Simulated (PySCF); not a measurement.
Assigning NMR signals

Atom-mapped SMILES (the numbers label the heavy atoms): `[CH2:1]=[C:2]1[CH:3]=[CH:4]1` (H(Xn): hydrogen on atom n).

PySCF 2.14 calculation with J: B3LYP/pcJ-1, coordinates at the PBE0-D3(BJ)/def2-SVP level and NMR shieldings at PBE/pcSseg-2/GIAO; non-relativistic Hamiltonian, in vacuum, one conformer, rapidly exchanging positions averaged.

Shifts are taken against calculated references (same method and geometry level): TMS for 13C (σref 179.39) and 1H (σref 31.18).

(1) Assign these signals to the numbered atoms. 13C{1H} NMR (computed): δ 145.2 (CH), 125.8 (C), 64.5 (CH2).

(2) Assign these signals to the numbered atoms. 1H NMR (300 MHz, computed): δ 8.18 (dd, J = 3.1, 1.6 Hz, 2H), 3.80 (dd, J = 3.1, 1.6 Hz, 2H).

Answers

(1) 
145.2 → C3/C4, alkene CH: the olefinic region
125.8 → C2, fully substituted alkene carbon: an sp2 carbon of a C=C bond
64.5 → C1, terminal =CH2 carbon

(2) 
8.18 → H(C3)/H(C4), hydrogen on an alkene CH
3.80 → H(C1), hydrogen on a terminal =CH2 carbon: a vinylic proton, deshielded by the sp2 carbon and the C=C anisotropy

Multiplet labels drop couplings under 1 Hz and merge nearly equal ones. Shifts are as computed, not scaled to solution data. Of 1211 compounds with measured shifts, 218 miss one by over three times the rms of a fit or turn the order of signals round; such compounds aren't used in these exercises.
